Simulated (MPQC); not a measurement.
**CH4Si (SMILES C=[SiH2]): PBE/6-31++G(d) (Cartesian functions)**

What is the energy difference between two shapes of CH4Si at PBE/6-31++G* (Cartesian functions)? 

Program for the calculation: MPQC 2.3.1.

4 further runs of the same task are left out: 1 that didn't finish, 3 set aside as unsound or not needed.

## Step 1: Starting point

The species is CH4Si (6 atoms), meant as a singlet with charge 0. As SMILES, `C=[SiH2]`. The coordinates come from a GFN2-xTB relaxation.

Bond lengths: C1–Si2 1.748 Å, C1–H3 1.077 Å, C1–H4 1.077 Å, Si2–H5 1.458 Å, Si2–H6 1.458 Å. Angles: C1–Si2–H5 124.5°, C1–Si2–H6 124.6°, Si2–C1–H3 122.4°, Si2–C1–H4 122.5°, H5–Si2–H6 110.9°, H3–C1–H4 115.0°.

## Step 2: Energy and gradient at PBE/6-31++G(d) (Cartesian functions)

job.in

```
% emacs should use -*- KeyVal -*- mode
molecule<Molecule>: (
  symmetry = c1
  unit = bohr
  { atoms geometry } = {
    C  [ -1.39592179    -1.03398255    -0.50096640 ]
    Si [ 1.15513289     0.85370267     0.41245162 ]
    H  [ -2.66169814    -1.88331995     0.84684297 ]
    H  [ -1.81965508    -1.43271476    -2.45048345 ]
    H  [ 1.80087120     1.44747352     3.02497909 ]
    H  [ 2.92127092     2.04884106    -1.33282384 ]
  }
)
basis<GaussianBasisSet>: (
  name = "6-31++G*"
  molecule = $:molecule
)
mpqc: (
  checkpoint = no
  savestate = no
  restart = no
  do_energy = yes
  do_gradient = yes
  optimize = no
  mole<CLKS>: (
    molecule = $:molecule
    basis = $:basis
    total_charge = 0
    memory = 1000000000
    print_evals = yes
    print_npa = yes
    maxiter = 100
    functional<StdDenFunctional>: ( name = "PBE" )
    integrator<RadialAngularIntegrator>: ( grid = medium )
    guess_wavefunction<CLHF>: (
      molecule = $:molecule
      total_charge = 0
      memory = 1000000000
      value_accuracy = 1e-3
      basis<GaussianBasisSet>: (
        name = "STO-3G"
        molecule = $:molecule
      )
    )
  )
)
```

The run is started by

```bash
$ mpqc job.in > job.out
```

Standard output:

```text
MPQC: Massively Parallel Quantum Chemistry
[...]
  Integrated electron density error = -0.000180692330
  iter     1 energy = -329.5277665177 delta = 1.49334e-01
  Integrated electron density error = -0.000038105465
  iter     2 energy = -329.6614742279 delta = 3.86135e-02
[...]
  Integrated electron density error = -0.000002698715
  iter    15 energy = -329.7077531513 delta = 1.33368e-07
  Integrated electron density error = -0.000002698711
  iter    16 energy = -329.7077531513 delta = 2.63189e-08
  Integrated electron density error = -0.000002698712
  iter    17 energy = -329.7077531513 delta = 1.12525e-08
[...]
  LUMO is    13   A =  -0.078485
  total scf energy = -329.7077531513
[...]
  Integrated electron density error = -0.000002684125
  Total Gradient:
[...]
Value of the MolecularEnergy: -329.7077531513
  Gradient of the MolecularEnergy:
      1   -0.0198530128
      2   -0.0147419395
      3   -0.0071473865
      4    0.0180372701
      5    0.0133309031
      6    0.0063729149
      7    0.0071706468
      8    0.0047427393
      9   -0.0097381208
     10    0.0013873800
     11    0.0016334874
     12    0.0128735937
[...]
        symmetry = c1
[...]
```

Wall time 9.9 s (1 thread of Arm Neoverse V2, shared host).

## Step 3: The distorted shape at the same level

mol.in

```
% CH4Si
molecule<Molecule>: (
    symmetry = c1
    unit = bohr
    { atoms geometry } = {
        C  [ -1.47902250    -1.26183816    -0.32088494 ]
        Si [ 1.36876265     0.90801718     0.61837319 ]
        H  [ -2.41294216    -1.90085283     0.87273978 ]
        H  [ -2.07102078    -1.76501743    -2.50810876 ]
        H  [ 2.04249725     1.14106199     3.07543100 ]
        H  [ 3.09371599     1.88701059    -1.28232279 ]
    }
)
basis<GaussianBasisSet>: (
    name = "6-31++G*"
    molecule = $:molecule
)
mpqc: (
    checkpoint = no
    savestate = no
    restart = no
    do_energy = yes
    do_gradient = yes
    optimize = no
    mole<CLKS>: (
        molecule = $:molecule
        basis = $:basis
        total_charge = 0
        memory = 1000000000
        print_evals = yes
        print_npa = yes
        maxiter = 100
        functional<StdDenFunctional>: ( name = "PBE" )
        integrator<RadialAngularIntegrator>: ( grid = medium )
        guess_wavefunction<CLHF>: (
            molecule = $:molecule
            total_charge = 0
            memory = 1000000000
            value_accuracy = 1e-3
            basis<GaussianBasisSet>: (
                name = "STO-3G"
                molecule = $:molecule
            )
        )
    )
)
```

The run is started by

```bash
$ mpqc mol.in > mol.out
```

Standard output:

```text
MPQC: Massively Parallel Quantum Chemistry
[...]
  Integrated electron density error = -0.000004448776
  iter     1 energy = -329.4206757672 delta = 1.49758e-01
  Integrated electron density error = -0.000020123103
  iter     2 energy = -329.5296922390 delta = 4.05066e-02
[...]
  Integrated electron density error = -0.000005010323
  iter    23 energy = -329.6190823548 delta = 6.73691e-07
  Integrated electron density error = -0.000005010268
  iter    24 energy = -329.6190823548 delta = 1.08629e-07
  Integrated electron density error = -0.000005010321
  iter    25 energy = -329.6190823548 delta = 8.30394e-08
[...]
  LUMO is    13   A =  -0.097483
  total scf energy = -329.6190823548
[...]
  Integrated electron density error = -0.000005006562
  Total Gradient:
[...]
Value of the MolecularEnergy: -329.6190823548
  Gradient of the MolecularEnergy:
      1   -0.2170309024
      2   -0.1478188829
      3    0.2489621426
      4    0.0891005051
      5    0.0614900933
      6    0.0785822405
      7    0.1710833611
      8    0.1159459158
      9   -0.2168933158
     10   -0.0185201690
     11   -0.0173009629
     12   -0.0570142139
[...]
        symmetry = c1
[...]
```

Run time: 14 s. Hardware: 1 thread of Arm Neoverse V2, shared host.

## Step 4: Summary of results

Level: PBE/6-31++G* (Cartesian functions).

| quantity | value |
| --- | --- |
| first shape: total energy | -329.70775 Eh |
| first shape: HOMO energy | -5.58 eV |
| first shape: LUMO energy | -2.14 eV |
| first shape: HOMO–LUMO gap | 3.44 eV |
| first shape: largest force on an atom | 1.324 eV/Å |
| distorted shape: total energy | -329.61908 Eh |
| distorted shape: HOMO energy | -5.24 eV |
| distorted shape: LUMO energy | -2.65 eV |
| distorted shape: HOMO–LUMO gap | 2.59 eV |
| distorted shape: largest force on an atom | 18.607 eV/Å |
| energy change with the atoms displaced | 2.413 eV |

In words: With the atoms displaced the energy rises by 2.41 eV (233 kJ/mol). The first shape isn't relaxed at this level, so the change isn't measured from a minimum. The largest force (first shape) is 1.32 eV/Å: the shape isn't a stationary point for this species at this level.
